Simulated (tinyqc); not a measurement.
Inside a calculation (part 1 of 2). Method: UHF in the sto-3g basis, for BH, spin multiplicity 3. This run ends on a higher stationary point, not on the lowest solution. Computed by tinyqc, a small Python program that keeps every step (integrals from PySCF). Settings: charge = 0, multiplicity = 3, basis = sto-3g, energy threshold = 1e-10, iteration cap = 53, orthogonalisation = symmetric, start = Wolfsberg-Helmholz matrix, DIIS depth = 0, method = UHF. Command: `OMP_NUM_THREADS=1 python tinyqc.py 26189 26190 out.jsonl` (the two numbers bound the seeds that draw the settings). One thread of a shared host (Intel(R) Xeon(R) Processor @ 2.60GHz), about 0.1 s of CPU time with the checks. Later iterations appear only in the table of the cycle.

## One-electron integrals

Geometry (angstrom):
```
atom,x,y,z
B,0.000000,0.000000,0.000000
H,0.000000,0.000000,2.010000
```

Basis sto-3g: exponents (1/bohr^2) and contraction coefficients of normalised primitives:
```
element,l (shell),exponent,coefficient
B,s (1),48.791113,0.154329
B,s (1),8.887362,0.535328
B,s (1),2.405267,0.444635
B,s (2),2.236956,-0.099967
B,s (2),0.519821,0.399513
B,s (2),0.169062,0.700115
B,p (3),2.236956,0.155916
B,p (3),0.519821,0.607684
B,p (3),0.169062,0.391957
H,s (1),3.425251,0.154329
H,s (1),0.623914,0.535328
H,s (1),0.168855,0.444635
```

Overlap, kinetic and nuclear-attraction integrals over the contracted functions; the nuclear repulsion is the sum of Za Zb / Rab.

nuclear repulsion = 1.31636122 hartree

overlap S, lower triangle:
```
,1B 1s,1B 2s,1B 2px,1B 2py,1B 2pz,2H 1s
1B 1s,1.000000
1B 2s,0.269328,1.000000
1B 2px,0.000000,0.000000,1.000000
1B 2py,0.000000,0.000000,0.000000,1.000000
1B 2pz,0.000000,0.000000,0.000000,0.000000,1.000000
2H 1s,0.010541,0.160123,0.000000,0.000000,0.206151,1.000000
```

kinetic energy T (hartree), lower triangle:
```
,1B 1s,1B 2s,1B 2px,1B 2py,1B 2pz,2H 1s
1B 1s,10.826302
1B 2s,-0.047967,0.359168
1B 2px,0.000000,0.000000,1.123881
1B 2py,0.000000,0.000000,0.000000,1.123881
1B 2pz,0.000000,0.000000,0.000000,0.000000,1.123881
2H 1s,-0.003666,-0.007753,0.000000,0.000000,0.017751,0.760032
```

nuclear attraction V (hartree), lower triangle:
```
,1B 1s,1B 2s,1B 2px,1B 2py,1B 2pz,2H 1s
1B 1s,-23.410660
1B 2s,-3.210269,-4.034674
1B 2px,0.000000,0.000000,-3.992528
1B 2py,0.000000,0.000000,0.000000,-3.992528
1B 2pz,-0.006513,-0.066176,0.000000,0.000000,-4.028079
2H 1s,-0.125742,-0.461190,0.000000,0.000000,-0.552687,-2.542506
```

core Hamiltonian H = T + V (hartree), lower triangle:
```
,1B 1s,1B 2s,1B 2px,1B 2py,1B 2pz,2H 1s
1B 1s,-12.584358
1B 2s,-3.258236,-3.675506
1B 2px,0.000000,0.000000,-2.868647
1B 2py,0.000000,0.000000,0.000000,-2.868647
1B 2pz,-0.006513,-0.066176,0.000000,0.000000,-2.904198
2H 1s,-0.129408,-0.468943,0.000000,0.000000,-0.534937,-1.782474
```

## Two-electron integrals

Functions are numbered as in S; the eight-fold symmetry (ij|kl) = (ji|kl) = (kl|ij) leaves the list below.

Two-electron integrals (ij|kl) in chemists' order, unique and non-zero (hartree):
```
i,j,k,l,(ij|kl)
1,1,1,1,2.923513
2,1,1,1,0.518376
2,1,2,1,0.109262
2,2,1,1,0.744229
2,2,2,1,0.193177
2,2,2,2,0.544804
3,1,3,1,0.020264
3,2,3,1,0.029996
3,2,3,2,0.120346
3,3,1,1,0.742491
3,3,2,1,0.193240
3,3,2,2,0.544682
3,3,3,3,0.586773
4,1,4,1,0.020264
4,2,4,1,0.029996
4,2,4,2,0.120346
4,3,4,3,0.031630
4,4,1,1,0.742491
4,4,2,1,0.193240
4,4,2,2,0.544682
4,4,3,3,0.523513
4,4,4,4,0.586773
5,1,5,1,0.020264
5,2,5,1,0.029996
5,2,5,2,0.120346
5,3,5,3,0.031630
5,4,5,4,0.031630
5,5,1,1,0.742491
5,5,2,1,0.193240
5,5,2,2,0.544682
5,5,3,3,0.523513
5,5,4,4,0.523513
5,5,5,5,0.586773
6,1,1,1,0.020121
6,1,2,1,0.004232
6,1,2,2,0.007528
6,1,3,3,0.007497
6,1,4,4,0.007497
6,1,5,1,0.000321
6,1,5,2,0.000594
6,1,5,5,0.007593
6,1,6,1,0.000169
6,2,1,1,0.073231
6,2,2,1,0.019446
6,2,2,2,0.063909
6,2,3,3,0.061951
6,2,4,4,0.061951
6,2,5,1,0.002092
6,2,5,2,0.014796
6,2,5,5,0.067752
6,2,6,1,0.000808
6,2,6,2,0.013067
6,3,3,1,0.001526
6,3,3,2,0.007979
6,3,5,3,0.002501
6,3,6,3,0.001077
6,4,4,1,0.001526
6,4,4,2,0.007979
6,4,5,4,0.002501
6,4,6,4,0.001077
6,5,1,1,0.082426
6,5,2,1,0.022094
6,5,2,2,0.075990
6,5,3,3,0.072445
6,5,4,4,0.072445
6,5,5,1,0.003363
6,5,5,2,0.022783
6,5,5,5,0.082987
6,5,6,1,0.000941
6,5,6,2,0.017778
6,5,6,5,0.024784
6,6,1,1,0.263162
6,6,2,1,0.070864
6,6,2,2,0.261561
6,6,3,3,0.250755
6,6,4,4,0.250755
6,6,5,1,0.006473
6,6,5,2,0.063850
6,6,5,5,0.282878
6,6,6,1,0.002928
6,6,6,2,0.078527
6,6,6,5,0.114806
6,6,6,6,0.774606
```

## Orthogonalisation

S = U s U^T; symmetric (Loewdin) form X = U s^(-1/2) U^T, so that X^T S X = 1.

eigenvalues of S: 0.668296  0.829863  1.000000  1.000000  1.159610  1.342231

X, lower triangle:
```
,1B 1s,1B 2s,1B 2px,1B 2py,1B 2pz,2H 1s
1B 1s,1.029054
1B 2s,-0.142938,1.039709
1B 2px,0.000000,0.000000,1.000000
1B 2py,0.000000,0.000000,0.000000,1.000000
1B 2pz,-0.002212,0.013573,0.000000,0.000000,1.016788
2H 1s,0.012222,-0.086602,0.000000,0.000000,-0.107776,1.027217
```

## Starting guess

The start is the generalised Wolfsberg-Helmholz matrix (K = 1.75) built on H; D(s) = C_occ C_occ^T for each spin.

D(alpha) at the start, lower triangle:
```
,1B 1s,1B 2s,1B 2px,1B 2py,1B 2pz,2H 1s
1B 1s,0.977874
1B 2s,0.029492,0.060300
1B 2px,0.000000,0.000000,1.000000
1B 2py,0.000000,0.000000,0.000000,1.000000
1B 2pz,-0.068641,0.214260,0.000000,0.000000,0.792542
2H 1s,-0.023712,0.054764,0.000000,0.000000,0.203680,0.052383
```

D(beta) at the start, lower triangle:
```
,1B 1s,1B 2s,1B 2px,1B 2py,1B 2pz,2H 1s
1B 1s,0.977874
1B 2s,0.029492,0.060300
1B 2px,0.000000,0.000000,0.000000
1B 2py,0.000000,0.000000,0.000000,0.000000
1B 2pz,-0.068641,0.214260,0.000000,0.000000,0.792542
2H 1s,-0.023712,0.054764,0.000000,0.000000,0.203680,0.052383
```

## Iteration 1: building the Fock matrix

J_ij = sum D_kl (ij|kl) with D = D(alpha) + D(beta), K_ij = sum D_kl (ik|jl) for each spin; F = H + J - K(s); E = tr D H + tr D J / 2 - 0.5 sum_s tr D(s) K(s) + E_nn.

Coulomb J (hartree), lower triangle:
```
,1B 1s,1B 2s,1B 2px,1B 2py,1B 2pz,2H 1s
1B 1s,8.639310
1B 2s,1.772063,3.599345
1B 2px,0.000000,0.000000,3.578862
1B 2py,0.000000,0.000000,0.000000,3.578862
1B 2pz,0.023990,0.123341,0.000000,0.000000,3.629090
2H 1s,0.069445,0.422122,0.000000,0.000000,0.504035,1.749034
```

exchange K(alpha) (hartree), lower triangle:
```
,1B 1s,1B 2s,1B 2px,1B 2py,1B 2pz,2H 1s
1B 1s,2.952227
1B 2s,0.627721,0.499950
1B 2px,0.000000,0.000000,0.674188
1B 2py,0.000000,0.000000,0.000000,0.674188
1B 2pz,-0.002965,0.150936,0.000000,0.000000,0.594583
2H 1s,0.027696,0.094777,0.000000,0.000000,0.163677,0.126092
```

exchange K(beta) (hartree), lower triangle:
```
,1B 1s,1B 2s,1B 2px,1B 2py,1B 2pz,2H 1s
1B 1s,2.911700
1B 2s,0.567729,0.259259
1B 2px,0.000000,0.000000,0.055786
1B 2py,0.000000,0.000000,0.000000,0.055786
1B 2pz,-0.002965,0.150936,0.000000,0.000000,0.531323
2H 1s,0.024645,0.078818,0.000000,0.000000,0.158676,0.123938
```

F(alpha) (hartree), lower triangle:
```
,1B 1s,1B 2s,1B 2px,1B 2py,1B 2pz,2H 1s
1B 1s,-6.897276
1B 2s,-2.113894,-0.576110
1B 2px,0.000000,0.000000,0.036026
1B 2py,0.000000,0.000000,0.000000,0.036026
1B 2pz,0.020441,-0.093771,0.000000,0.000000,0.130309
2H 1s,-0.087660,-0.141597,0.000000,0.000000,-0.194579,-0.159532
```

F(beta) (hartree), lower triangle:
```
,1B 1s,1B 2s,1B 2px,1B 2py,1B 2pz,2H 1s
1B 1s,-6.856749
1B 2s,-2.053902,-0.335419
1B 2px,0.000000,0.000000,0.654429
1B 2py,0.000000,0.000000,0.000000,0.654429
1B 2pz,0.020441,-0.093771,0.000000,0.000000,0.193568
2H 1s,-0.084608,-0.125639,0.000000,0.000000,-0.189578,-0.157379
```

total energy of this density = -23.80865382 hartree

## Iteration 1: diagonalisation and new density

Diagonalise F' = X^T F X, C = X C', fill 4 alpha and 2 beta electrons from the bottom; D(s) = C_occ C_occ^T. Each column has its largest component positive (the first on a tie).

F' = X^T F X (alpha) (hartree), lower triangle:
```
,1,2,3,4,5,6
1,-6.695655
2,-1.199536,-0.115496
3,0.000000,0.000000,0.036026
4,0.000000,0.000000,0.000000,0.036026
5,0.026613,-0.071075,0.000000,0.000000,0.173193
6,0.021463,-0.108023,0.000000,0.000000,-0.196329,-0.103427
```

orbital energies (alpha) (hartree): MO1 -6.907533, MO2 -0.254994, MO3 0.036026, MO4 0.036026, MO5 0.144412, MO6 0.276731

coefficients C (alpha):
```
,MO1,MO2,MO3,MO4,MO5,MO6
1B 1s,0.988517,-0.102330,0.000000,0.000000,-0.301800,0.028558
1B 2s,0.040044,0.303970,0.000000,0.000000,1.005571,-0.062734
1B 2px,0.000000,0.000000,-0.270953,0.962593,0.000000,0.000000
1B 2py,0.000000,0.000000,0.962593,0.270953,0.000000,0.000000
1B 2pz,-0.001774,0.363285,0.000000,0.000000,-0.012763,0.955782
2H 1s,-0.003225,0.770214,0.000000,0.000000,-0.446991,-0.530471
```

F' = X^T F X (beta) (hartree), lower triangle:
```
,1,2,3,4,5,6
1,-6.665448
2,-1.175735,0.124904
3,0.000000,0.000000,0.654429
4,0.000000,0.000000,0.000000,0.654429
5,0.026739,-0.069233,0.000000,0.000000,0.237518
6,0.020391,-0.111716,0.000000,0.000000,-0.198120,-0.102605
```

orbital energies (beta) (hartree): MO1 -6.863293, MO2 -0.226159, MO3 0.319426, MO4 0.364396, MO5 0.654429, MO6 0.654429

coefficients C (beta):
```
,MO1,MO2,MO3,MO4,MO5,MO6
1B 1s,0.991082,-0.062800,-0.142398,-0.270318,0.000000,0.000000
1B 2s,0.031516,0.177717,0.510533,0.903266,0.000000,0.000000
1B 2px,0.000000,0.000000,0.000000,0.000000,0.927278,-0.374374
1B 2py,0.000000,0.000000,0.000000,0.000000,0.374374,0.927278
1B 2pz,-0.002037,0.328264,0.833101,-0.493804,0.000000,0.000000
2H 1s,-0.002390,0.838258,-0.609316,-0.022176,0.000000,0.000000
```

D(alpha) after iteration 1, lower triangle:
```
,1B 1s,1B 2s,1B 2px,1B 2py,1B 2pz,2H 1s
1B 1s,0.987638
1B 2s,0.008479,0.094001
1B 2px,0.000000,0.000000,1.000000
1B 2py,0.000000,0.000000,0.000000,1.000000
1B 2pz,-0.038929,0.110357,0.000000,0.000000,0.131979
2H 1s,-0.082004,0.233993,0.000000,0.000000,0.279813,0.593240
```

D(beta) after iteration 1, lower triangle:
```
,1B 1s,1B 2s,1B 2px,1B 2py,1B 2pz,2H 1s
1B 1s,0.986188
1B 2s,0.020074,0.032577
1B 2px,0.000000,0.000000,0.000000
1B 2py,0.000000,0.000000,0.000000,0.000000
1B 2pz,-0.022634,0.058274,0.000000,0.000000,0.107762
2H 1s,-0.055011,0.148897,0.000000,0.000000,0.275175,0.702682
```

Within a degenerate level the vectors are fixed only up to a rotation; this is one choice.

## Iteration 2: building the Fock matrix

As before.

Coulomb J (hartree), lower triangle:
```
,1B 1s,1B 2s,1B 2px,1B 2py,1B 2pz,2H 1s
1B 1s,8.040393
1B 2s,1.616772,3.239104
1B 2px,0.000000,0.000000,3.232081
1B 2py,0.000000,0.000000,0.000000,3.232081
1B 2pz,0.021257,0.156096,0.000000,0.000000,3.241734
2H 1s,0.063298,0.429907,0.000000,0.000000,0.535276,2.337248
```

exchange K(alpha) (hartree), lower triangle:
```
,1B 1s,1B 2s,1B 2px,1B 2py,1B 2pz,2H 1s
1B 1s,2.948597
1B 2s,0.602505,0.461725
1B 2px,0.000000,0.000000,0.659934
1B 2py,0.000000,0.000000,0.000000,0.659934
1B 2pz,-0.002911,0.119840,0.000000,0.000000,0.243791
2H 1s,0.024289,0.166326,0.000000,0.000000,0.199938,0.570730
```

exchange K(beta) (hartree), lower triangle:
```
,1B 1s,1B 2s,1B 2px,1B 2py,1B 2pz,2H 1s
1B 1s,2.909031
1B 2s,0.538937,0.180442
1B 2px,0.000000,0.000000,0.032858
1B 2py,0.000000,0.000000,0.000000,0.032858
1B 2pz,-0.001753,0.083294,0.000000,0.000000,0.157842
2H 1s,0.022214,0.128619,0.000000,0.000000,0.191903,0.635873
```

F(alpha) (hartree), lower triangle:
```
,1B 1s,1B 2s,1B 2px,1B 2py,1B 2pz,2H 1s
1B 1s,-7.492562
1B 2s,-2.243969,-0.898126
1B 2px,0.000000,0.000000,-0.296500
1B 2py,0.000000,0.000000,0.000000,-0.296500
1B 2pz,0.017654,-0.029920,0.000000,0.000000,0.093744
2H 1s,-0.090399,-0.205363,0.000000,0.000000,-0.199599,-0.015956
```

F(beta) (hartree), lower triangle:
```
,1B 1s,1B 2s,1B 2px,1B 2py,1B 2pz,2H 1s
1B 1s,-7.452996
1B 2s,-2.180400,-0.616843
1B 2px,0.000000,0.000000,0.330575
1B 2py,0.000000,0.000000,0.000000,0.330575
1B 2pz,0.016497,0.006626,0.000000,0.000000,0.179693
2H 1s,-0.088324,-0.167655,0.000000,0.000000,-0.191564,-0.081100
```

total energy of this density = -24.24737034 hartree

## Iteration 2: diagonalisation and new density

As before.

F' = X^T F X (alpha) (hartree), lower triangle:
```
,1,2,3,4,5,6
1,-7.294120
2,-1.207759,-0.422785
3,0.000000,0.000000,-0.296500
4,0.000000,0.000000,0.000000,-0.296500
5,0.013677,0.001124,0.000000,0.000000,0.140064
6,0.031460,-0.169535,0.000000,0.000000,-0.220395,0.059005
```

orbital energies (alpha) (hartree): MO1 -7.500248, MO2 -0.324124, MO3 -0.296500, MO4 -0.296500, MO5 -0.039886, MO6 0.346423

coefficients C (alpha):
```
,MO1,MO2,MO3,MO4,MO5,MO6
1B 1s,0.990345,-0.252265,0.000000,0.000000,0.172732,-0.072657
1B 2s,0.033995,0.822945,0.000000,0.000000,-0.592979,0.281233
1B 2px,0.000000,0.000000,-0.096103,0.995371,0.000000,0.000000
1B 2py,0.000000,0.000000,0.995371,0.096103,0.000000,0.000000
1B 2pz,-0.001686,0.205284,0.000000,0.000000,0.601411,0.801138
2H 1s,-0.002718,0.427062,0.000000,0.000000,0.528584,-0.782719
```

F' = X^T F X (beta) (hartree), lower triangle:
```
,1,2,3,4,5,6
1,-7.265236
2,-1.185415,-0.143000
3,0.000000,0.000000,0.330575
4,0.000000,0.000000,0.000000,0.330575
5,0.007777,0.039268,0.000000,0.000000,0.227358
6,0.026153,-0.151389,0.000000,0.000000,-0.216842,-0.014504
```

orbital energies (beta) (hartree): MO1 -7.457378, MO2 -0.198813, MO3 0.068110, MO4 0.330575, MO5 0.330575, MO6 0.392700

coefficients C (beta):
```
,MO1,MO2,MO3,MO4,MO5,MO6
1B 1s,0.992930,-0.126632,-0.257417,0.000000,0.000000,-0.106426
1B 2s,0.025237,0.403607,0.887113,0.000000,0.000000,0.398254
1B 2px,0.000000,0.000000,0.000000,0.936760,-0.349972,0.000000
1B 2py,0.000000,0.000000,0.000000,0.349972,0.936760,0.000000
1B 2pz,-0.001837,0.298940,-0.476885,0.000000,0.000000,0.853741
2H 1s,-0.001869,0.755329,-0.250874,0.000000,0.000000,-0.664061
```

D(alpha) after iteration 2, lower triangle:
```
,1B 1s,1B 2s,1B 2px,1B 2py,1B 2pz,2H 1s
1B 1s,1.044422
1B 2s,-0.173934,0.678394
1B 2px,0.000000,0.000000,1.000000
1B 2py,0.000000,0.000000,0.000000,1.000000
1B 2pz,-0.053456,0.168880,0.000000,0.000000,0.042144
2H 1s,-0.110425,0.351356,0.000000,0.000000,0.087674,0.182390
```

D(beta) after iteration 2, lower triangle:
```
,1B 1s,1B 2s,1B 2px,1B 2py,1B 2pz,2H 1s
1B 1s,1.001947
1B 2s,-0.026051,0.163535
1B 2px,0.000000,0.000000,0.000000
1B 2py,0.000000,0.000000,0.000000,0.000000
1B 2pz,-0.039680,0.120608,0.000000,0.000000,0.089369
2H 1s,-0.097504,0.304809,0.000000,0.000000,0.225802,0.570525
```

Within a degenerate level the vectors are fixed only up to a rotation; this is one choice.

## Iteration 3: building the Fock matrix

As before.

Coulomb J (hartree), lower triangle:
```
,1B 1s,1B 2s,1B 2px,1B 2py,1B 2pz,2H 1s
1B 1s,8.322019
1B 2s,1.682588,3.390699
1B 2px,0.000000,0.000000,3.392239
1B 2py,0.000000,0.000000,0.000000,3.392239
1B 2pz,0.023187,0.145618,0.000000,0.000000,3.375667
2H 1s,0.065882,0.423959,0.000000,0.000000,0.517101,2.061898
```

exchange K(alpha) (hartree), lower triangle:
```
,1B 1s,1B 2s,1B 2px,1B 2py,1B 2pz,2H 1s
1B 1s,2.987175
1B 2s,0.586565,0.707863
1B 2px,0.000000,0.000000,0.718012
1B 2py,0.000000,0.000000,0.000000,0.718012
1B 2pz,-0.003108,0.140784,0.000000,0.000000,0.214698
2H 1s,0.020876,0.184179,0.000000,0.000000,0.108884,0.233809
```

exchange K(beta) (hartree), lower triangle:
```
,1B 1s,1B 2s,1B 2px,1B 2py,1B 2pz,2H 1s
1B 1s,2.920772
1B 2s,0.533159,0.248565
1B 2px,0.000000,0.000000,0.047558
1B 2py,0.000000,0.000000,0.000000,0.047558
1B 2pz,-0.001484,0.127249,0.000000,0.000000,0.155710
2H 1s,0.020772,0.166028,0.000000,0.000000,0.179701,0.549773
```

F(alpha) (hartree), lower triangle:
```
,1B 1s,1B 2s,1B 2px,1B 2py,1B 2pz,2H 1s
1B 1s,-7.249514
1B 2s,-2.162214,-0.992669
1B 2px,0.000000,0.000000,-0.194420
1B 2py,0.000000,0.000000,0.000000,-0.194420
1B 2pz,0.019781,-0.061342,0.000000,0.000000,0.256771
2H 1s,-0.084401,-0.229162,0.000000,0.000000,-0.126720,0.045615
```

F(beta) (hartree), lower triangle:
```
,1B 1s,1B 2s,1B 2px,1B 2py,1B 2pz,2H 1s
1B 1s,-7.183112
1B 2s,-2.108808,-0.533371
1B 2px,0.000000,0.000000,0.476034
1B 2py,0.000000,0.000000,0.000000,0.476034
1B 2pz,0.018157,-0.047808,0.000000,0.000000,0.315759
2H 1s,-0.084297,-0.211012,0.000000,0.000000,-0.197537,-0.270349
```

total energy of this density = -24.43549613 hartree

## Iteration 3: diagonalisation and new density

As before.

F' = X^T F X (alpha) (hartree), lower triangle:
```
,1,2,3,4,5,6
1,-7.062516
2,-1.141340,-0.540460
3,0.000000,0.000000,-0.194420
4,0.000000,0.000000,0.000000,-0.194420
5,0.020708,-0.034924,0.000000,0.000000,0.292527
6,0.035603,-0.186308,0.000000,0.000000,-0.165714,0.112677
```

orbital energies (alpha) (hartree): MO1 -7.256509, MO2 -0.426961, MO3 -0.194420, MO4 -0.194420, MO5 0.088231, MO6 0.397468

coefficients C (alpha):
```
,MO1,MO2,MO3,MO4,MO5,MO6
1B 1s,0.990564,-0.284142,0.000000,0.000000,0.127112,-0.037772
1B 2s,0.033271,0.937058,0.000000,0.000000,-0.451674,0.160984
1B 2px,0.000000,0.000000,-0.047739,0.998860,0.000000,0.000000
1B 2py,0.000000,0.000000,0.998860,0.047739,0.000000,0.000000
1B 2pz,-0.001820,0.108120,0.000000,0.000000,0.463576,0.905022
2H 1s,-0.002836,0.279651,0.000000,0.000000,0.747726,-0.661160
```

F' = X^T F X (beta) (hartree), lower triangle:
```
,1,2,3,4,5,6
1,-6.998614
2,-1.160462,-0.063547
3,0.000000,0.000000,0.476034
4,0.000000,0.000000,0.000000,0.476034
5,0.016420,-0.011950,0.000000,0.000000,0.365772
6,0.031389,-0.182119,0.000000,0.000000,-0.213319,-0.203982
```

orbital energies (beta) (hartree): MO1 -7.187672, MO2 -0.344263, MO3 0.187461, MO4 0.444104, MO5 0.476034, MO6 0.476034

coefficients C (beta):
```
,MO1,MO2,MO3,MO4,MO5,MO6
1B 1s,0.992688,-0.099042,-0.285268,-0.054029,0.000000,0.000000
1B 2s,0.026067,0.303456,0.985646,0.211772,0.000000,0.000000
1B 2px,0.000000,0.000000,0.000000,0.000000,0.984433,-0.175760
1B 2py,0.000000,0.000000,0.000000,0.000000,0.175760,0.984433
1B 2pz,-0.001900,0.188649,-0.230119,0.978322,0.000000,0.000000
2H 1s,-0.001965,0.854933,-0.346449,-0.472755,0.000000,0.000000
```

D(alpha) after iteration 3, lower triangle:
```
,1B 1s,1B 2s,1B 2px,1B 2py,1B 2pz,2H 1s
1B 1s,1.061953
1B 2s,-0.233300,0.879185
1B 2px,0.000000,0.000000,1.000000
1B 2py,0.000000,0.000000,0.000000,1.000000
1B 2pz,-0.032524,0.101254,0.000000,0.000000,0.011693
2H 1s,-0.082270,0.261955,0.000000,0.000000,0.030241,0.078213
```

D(beta) after iteration 3, lower triangle:
```
,1B 1s,1B 2s,1B 2px,1B 2py,1B 2pz,2H 1s
1B 1s,0.995240
1B 2s,-0.004178,0.092765
1B 2px,0.000000,0.000000,0.000000
1B 2py,0.000000,0.000000,0.000000,0.000000
1B 2pz,-0.020570,0.057197,0.000000,0.000000,0.035592
2H 1s,-0.086625,0.259383,0.000000,0.000000,0.161286,0.730915
```

Within a degenerate level the vectors are fixed only up to a rotation; this is one choice.

## Iteration 4: building the Fock matrix

As before.

Coulomb J (hartree), lower triangle:
```
,1B 1s,1B 2s,1B 2px,1B 2py,1B 2pz,2H 1s
1B 1s,8.325533
1B 2s,1.682528,3.388752
1B 2px,0.000000,0.000000,3.392817
1B 2py,0.000000,0.000000,0.000000,3.392817
1B 2pz,0.015953,0.110570,0.000000,0.000000,3.368596
2H 1s,0.065723,0.418804,0.000000,0.000000,0.509214,2.047996
```

exchange K(alpha) (hartree), lower triangle:
```
,1B 1s,1B 2s,1B 2px,1B 2py,1B 2pz,2H 1s
1B 1s,2.998523
1B 2s,0.582391,0.779177
1B 2px,0.000000,0.000000,0.736266
1B 2py,0.000000,0.000000,0.000000,0.736266
1B 2pz,-0.002664,0.085997,0.000000,0.000000,0.201790
2H 1s,0.020804,0.153723,0.000000,0.000000,0.066562,0.125461
```

exchange K(beta) (hartree), lower triangle:
```
,1B 1s,1B 2s,1B 2px,1B 2py,1B 2pz,2H 1s
1B 1s,2.915058
1B 2s,0.532640,0.206058
1B 2px,0.000000,0.000000,0.037675
1B 2py,0.000000,0.000000,0.000000,0.037675
1B 2pz,-0.001750,0.082495,0.000000,0.000000,0.108086
2H 1s,0.020422,0.151152,0.000000,0.000000,0.163654,0.647685
```

F(alpha) (hartree), lower triangle:
```
,1B 1s,1B 2s,1B 2px,1B 2py,1B 2pz,2H 1s
1B 1s,-7.257349
1B 2s,-2.158098,-1.065930
1B 2px,0.000000,0.000000,-0.212096
1B 2py,0.000000,0.000000,0.000000,-0.212096
1B 2pz,0.012103,-0.041603,0.000000,0.000000,0.262607
2H 1s,-0.084489,-0.203861,0.000000,0.000000,-0.092286,0.140060
```

F(beta) (hartree), lower triangle:
```
,1B 1s,1B 2s,1B 2px,1B 2py,1B 2pz,2H 1s
1B 1s,-7.173884
1B 2s,-2.108348,-0.492812
1B 2px,0.000000,0.000000,0.486495
1B 2py,0.000000,0.000000,0.000000,0.486495
1B 2pz,0.011189,-0.038102,0.000000,0.000000,0.356311
2H 1s,-0.084107,-0.201290,0.000000,0.000000,-0.189377,-0.382164
```

total energy of this density = -24.50658003 hartree
